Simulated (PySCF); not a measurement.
Species: C4H8S.
Structure used (GFN2-xTB), in Å, numbered top down from 1:
```xyz
13
C4H8S angstrom
C     -1.8997    0.1301   -0.0926
C     -0.4356    0.4183   -0.3889
C      0.5262   -0.4623    0.3439
C      1.9732   -0.1518    0.1551
S      0.0499   -1.6846    1.2997
H     -2.5379    0.8058   -0.6564
H     -2.1465   -0.8934   -0.3636
H     -2.1035    0.2571    0.9679
H     -0.2015    1.4601   -0.1441
H     -0.2451    0.3013   -1.4619
H      2.2179   -0.0800   -0.9047
H      2.2044    0.8131    0.6085
H      2.5938   -0.9132    0.6194
```

The calculation used CAM-B3LYP/def2-SVPD in PySCF (dipole) on a GFN2-xTB geometry, gas phase.

Take the most abundant isotopes and a rigid rotor. The values belong to one conformer with, in the numbering `[CH3:1][CH2:2][C:3]([CH3:4])=[S:5]`, C1–C2–C3–C4 -176°.

Q: What are A, B and C (GHz)?

A: Ia = 102.22, Ib = 144.14, Ic = 236.93 u·Å²; 505379 MHz·u·Å²/I gives 4944, 3506 and 2133 MHz, that is A = 4.9439, B = 3.5061, C = 2.1330 GHz.

Q: Classify the top.

A: An asymmetric top: κ = (2 × 3506 − 4944 − 2133)/(4944 − 2133) = -0.02.

Q: Is it planar, by Δ = Ic − Ia − Ib?

A: Not planar: Δ = Ic − Ia − Ib = -9.43 u·Å². For a rigid frame Δ = −2 Σ m c², so Σ m c² = 4.72 u·Å² lies off the ab plane: 4.68 from hydrogen and 0.04 from heavier atoms. The atom farthest from that plane is 0.97 Å away.

Q: List the rotational levels J(Ka,Kc) to J = 3 (MHz).

A: Above 0(0,0):
J = 1: 1(0,1) 5639, 1(1,1) 7077, 1(1,0) 8450
J = 2: 2(0,2) 16297, 2(1,2) 16982, 2(1,1) 21101, 2(2,1) 25415, 2(2,0) 26035
J = 3: 3(0,3) 31277, 3(1,3) 31510, 3(1,2) 39551, 3(2,2) 42332, 3(2,1) 44890, 3(3,1) 53284, 3(3,0) 53481
The levels of one J sum to (2J + 1)J(J + 1)(A + B + C)/3.

Q: Which lines would a microwave search look for?

A: The dipole components are |μa| = 0.86 D, |μb| = 2.71 D, |μc| = 0.01 D. Intensities carry the squares of the components, which stand as 0.10 : 1.00 : 0.00 (a : b : c). Some lines, for components of 0.1 D or more:

| type | branch | J(Ka,Kc) | MHz | lower level (cm⁻¹) |
| --- | --- | --- | --- | --- |
| a | Q | 1(1,0) ← 1(1,1) | 1373 | 0.236 |
| a | Q | 3(2,1) ← 3(2,2) | 2558 | 1.412 |
| b | Q | 2(1,1) ← 2(0,2) | 4804 | 0.544 |
| b | Q | 4(2,2) ← 4(1,3) | 7315 | 2.102 |
| b | Q | 4(3,1) ← 4(2,2) | 7564 | 2.346 |
| b | Q | 2(2,1) ← 2(1,2) | 8433 | 0.566 |
| a | R | 2(0,2) ← 1(0,1) | 10658 | 0.188 |
| b | Q | 3(3,1) ← 3(2,2) | 10951 | 1.412 |
| b | R | 2(1,2) ← 1(0,1) | 11343 | 0.188 |
| a | Q | 4(1,3) ← 4(1,4) | 12542 | 1.683 |
| b | Q | 4(2,3) ← 4(1,4) | 13917 | 1.683 |
| b | Q | 4(4,1) ← 4(3,2) | 14192 | 2.558 |
| a | R | 3(0,3) ← 2(0,2) | 14980 | 0.544 |
| b | R | 4(2,2) ← 3(3,1) | 17038 | 1.777 |
| b | R | 2(2,0) ← 1(1,1) | 18958 | 0.236 |
| b | R | 4(1,4) ← 3(0,3) | 19188 | 1.043 |
| b | R | 3(2,2) ← 2(1,1) | 21231 | 0.704 |
| a | R | 4(1,3) ← 3(1,2) | 23455 | 1.319 |
| a | R | 4(3,1) ← 3(3,0) | 24404 | 1.784 |
| b | R | 4(4,1) ← 3(3,0) | 37407 | 1.784 |
| b | R | 4(4,0) ← 3(3,1) | 37657 | 1.777 |

GFN2-xTB frequencies: not computed here. Constants of a rigid frame at the computed geometry: no zero-point averaging, no centrifugal distortion. A rigid rotor knows nothing of internal rotation, which can split or shift real lines.

Hardware: an Arm Neoverse V1 with one thread, no GPU, shared host. Cost: 20 s. This is the CAM-B3LYP/def2-SVPD job that gave the dipole, with the excitations it also computed.
